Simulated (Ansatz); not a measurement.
**SiS (SMILES [Si-]#[S+]): HF/3-21G**

What is the energy change on altering one bond length of SiS at HF/3-21G? 

The results are computed with Ansatz 0.2.0.

43 further runs of the same task are left out: 43 set aside as unsound or not needed.

## (1) The molecule

The species is SiS (2 atoms), meant as a singlet with charge 0. As SMILES, `[Si-]#[S+]`. The bond length is the measured one.

Bond lengths: Si1–S2 1.929 Å.

## (2) A single-point energy at HF/3-21G

File job.yaml:

```yaml
basis:
  gaussian: {orbitals: 3-21G.json}
crystal:
  periodic: [false, false, false]
  atoms:
    - symbol: Si
      position_ang: [0.000000, 0.000000, 0.000000]
    - symbol: S
      position_ang: [0.000000, 0.000000, 1.929321]
accuracy: high
output: {orbitals: {seedname: orbitals}}
hamiltonian: {xc: hf}
```

The basis set 3-21G is read from a file made from the Basis Set Exchange's data (not shown).

The run is started by

```console
$ ansatz run job.yaml --threads 1 --pin off --max-ram 3480MiB --events-out events.jsonl --progress --plain --runs-dir runs
```

What it wrote:

```text
Warning: RAYON_NUM_THREADS=1 ignored (pool sized by the plan → 1); use --threads N
Functional definition: HF
  name "HF"
  exchange = exact_x
  correlation = 0
521 factors; integrals over basis functions are off by at most 3.0e-9 eV
mean field evaluation 1: about -18583.4365 eV, gradient 1.8e1 eV
mean field evaluation 2: about -18583.4399 eV, gradient 1.8e1 eV
mean field evaluation 4: about -18584.7862 eV, gradient 7.8e-1 eV
mean field evaluation 8: about -18584.7908 eV, gradient 3.2e-4 eV
mean field -18584.79080200 eV, -682.9784647499 hartree, gradient 2.0e-8 eV, S^2 0.000000; 0 other end points of the search recorded, 0 dependent functions left out
reference -18584.79080200 eV, -682.9784647499 hartree; 15, 15 occupied and 11, 11 virtual orbitals, 521 factors
Total energy: -18584.79080200 eV, -682.9784647499 hartree
```

Run time: 0.18 s. Hardware: 1 thread of Arm Neoverse V1, shared host.

## (3) The distorted shape, same level

File job.yaml:

```yaml
crystal:
  periodic: [false, false, false]
  atoms:
    - {symbol: Si, position_ang: [0.000000, 0.000000, -1.543479]}
    - {symbol: S, position_ang: [0.000000, 0.000000, 1.929321]}
basis:
  gaussian: {orbitals: 3-21G.json}
hamiltonian: {xc: hf}
accuracy: high
output: {orbitals: {seedname: orbitals}}
```

The basis set 3-21G is read from a file made from the Basis Set Exchange's data (not shown).

The run is started by

```console
$ ansatz run job.yaml --threads 1 --pin off --max-ram 3480MiB --events-out events.jsonl --progress --plain --runs-dir runs
```

What it wrote:

```text
Warning: RAYON_NUM_THREADS=1 ignored (pool sized by the plan → 1); use --threads N
[... 4 set-up lines as earlier in the session ...]
501 factors; integrals over basis functions are off by at most 3.5e-9 eV
mean field evaluation 1: about -18566.8180 eV, gradient 3.5e1 eV
mean field evaluation 2: about -18566.8189 eV, gradient 3.5e1 eV
mean field evaluation 4: about -18577.0203 eV, gradient 1.3e1 eV
mean field evaluation 8: about -18579.7660 eV, gradient 9.7e-1 eV
mean field evaluation 16: about -18579.7855 eV, gradient 3.5e-6 eV
mean field evaluation 32: about -18579.2350 eV, gradient 1.0e0 eV
mean field evaluation 64: about -18579.7274 eV, gradient 6.4e-1 eV
mean field evaluation 96: about -18579.7627 eV, gradient 9.7e-1 eV
mean field -18579.78552776 eV, -682.7945243142 hartree, gradient 4.4e-8 eV, S^2 0.000000; 4 other end points of the search recorded, 0 dependent functions left out
reference -18579.78552776 eV, -682.7945243142 hartree; 15, 15 occupied and 11, 11 virtual orbitals, 501 factors
Total energy: -18579.78552776 eV, -682.7945243142 hartree
```

Run time: 0.32 s. Hardware: 1 thread of Arm Neoverse V1, shared host.

## (4) Summary of results

Level: HF/3-21G.

| quantity | value |
| --- | --- |
| first shape: total energy | -682.97846 Eh |
| first shape: HOMO energy | -10.60 eV |
| first shape: LUMO energy | 0.40 eV |
| first shape: HOMO–LUMO gap | 11.01 eV |
| distorted shape: total energy | -682.79452 Eh |
| distorted shape: HOMO energy | -7.82 eV |
| distorted shape: LUMO energy | -0.90 eV |
| distorted shape: HOMO–LUMO gap | 6.92 eV |
| energy change with the Si1–S2 bond stretched from 1.929 to 3.473 Å | 5.005 eV |

In words: One bond (distorted shape) is far stretched, which a spin-restricted single reference describes badly; a broken-symmetry solution may lie lower. With the Si1–S2 bond stretched from 1.929 to 3.473 Å the energy rises by 5.01 eV (115 kcal/mol). The first shape isn't relaxed at this level, so the change isn't measured from a minimum. A restricted reference can't describe the breaking bond well at this length.
